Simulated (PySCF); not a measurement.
# MgSi+: from the state search to spectroscopic constants

An exercise on one series of results from a longer session: the logs are not shown, and one member is left open.

Method: Mg cc-pVDZ, Si cc-pV(D+d)Z, no relativity; program: PySCF 2.14.0.

The first run:

A driver script around PySCF takes these settings:

```
atoms                         : Mg, Si
charge                        : 1
basis                         : Mg cc-pVDZ, Si cc-pV(D+d)Z
Hamiltonian                   : no relativity
basis functions               : 41
electrons treated             : 25
masses in u                   : 23.9850, 27.9769
levels                        : PBE0, PBE, r²SCAN, BHandHLYP, B97-3, TPSSh, CAM-B3LYP, HF, MP2, SCS-MP2, CCSD, CCSD(T)
grid                          : 80 radial by 434 angular points
occupations                   : held fixed by the projection of orbital angular momentum
dissociation limit            : Mg+ + Si, each in its ground configuration
starting distance in angstrom : 2.570
values of 2S to try           : 1, 3
```

Launch:

```sh
OMP_NUM_THREADS=1 python dia.py task.json out
```

Steps of the session up to this table: Input; The PBE0 curve of the state that the search chose; Excited determinants; PBE (GGA); r²SCAN; BHandHLYP; B97-3 (global hybrid GGA); TPSSh (hybrid meta-GGA); CAM-B3LYP (range-separated hybrid); UHF; MP2 and coupled cluster.

One table of the session follows, with a row left open; its other results are not shown here.

| level | Re (Å) | ωe (cm⁻¹) | De (eV) |
| --- | --- | --- | --- |
| UHF | ? | ? | ? |
| UHF-MP2 | 2.726 | 284.6 | 1.34 |
| UHF-SCS-MP2 | 2.743 | 275.9 | 1.42 |
| UHF-CCSD | 2.748 | 273.6 | 1.57 |
| UHF-CCSD(T) | 2.748 | 272.8 | 1.64 |
| PBE | 2.723 | 273.7 | 2.00 |
| r²SCAN | 2.723 | 271.5 | 1.65 |
| TPSSh | 2.713 | 278.9 | 1.85 |
| PBE0 | 2.709 | 279.2 | 1.80 |
| B97-3 | 2.716 | 278.5 | 2.00 |
| BHandHLYP | 2.723 | 268.6 | 1.70 |
| CAM-B3LYP | 2.709 | 272.6 | 1.76 |

**Question.** Estimate the row for UHF.

The run gave: Re (Å): 2.766; ωe (cm⁻¹): 262.6; De (eV): 0.65. In the column «Re (Å)» it is the highest.
